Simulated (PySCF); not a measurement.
Reproducing measurements on P2

**The experiment to reproduce.**

From NIST CCCBDB, for the gas: vertical first ionisation energy 10.62 eV.

The results are set against them at the end.

P2.
SMILES with atom numbers: `[P:1]#[P:2]`

Structure used (PBE0-D3(BJ)/def2-TZVP), in Å, numbered top down from 1:
```
atom  x, y, z in Å
P1    -0.8583   -0.3653    0.0959
P2     0.8758    0.3365   -0.1080
```

The PySCF runs (gas phase, on this PBE0-D3(BJ)/def2-TZVP geometry; no spin–orbit coupling):

```tsv
level	job	basis functions	wall time
wB97X-D/aug-cc-pVTZ	10 singlets by full TDDFT, 4 Tamm–Dancoff triplets, polarisability, ΔSCF ions	100	11 s
CAM-B3LYP/aug-cc-pVTZ	10 singlets by full TDDFT, 4 Tamm–Dancoff triplets, polarisability	100	3.2 s
PBE0/aug-cc-pVTZ	10 singlets by full TDDFT, 4 Tamm–Dancoff triplets, polarisability, dynamic polarisability, density and orbital grids written	100	4.2 s
PBE0/pcSseg-2	shieldings, charges and field gradients, density and orbital grids written	86	4.6 s
```

Hardware: one thread of an Arm Neoverse N1 (shared host).

Results beside the measurements:

**Vertical first ionisation energy.** Measured: 10.62 eV (NIST CCCBDB).

```tsv
level	computed (eV)	computed − measured (eV)
ΔSCF wB97X-D/aug-cc-pVTZ	10.49	-0.13
−ε(HOMO) CAM-B3LYP/aug-cc-pVTZ	9.30	-1.32
−ε(HOMO) PBE0/aug-cc-pVTZ	8.17	-2.45
−ε(HOMO) wB97X-D/aug-cc-pVTZ	9.94	-0.68
−ε(HOMO) PBE0/pcSseg-2	8.17	-2.45
```

The computed energies are vertical. Orbital energies are listed beside them and aren't ranked.

No measured geometry was used, and the causes of the misses weren't examined.
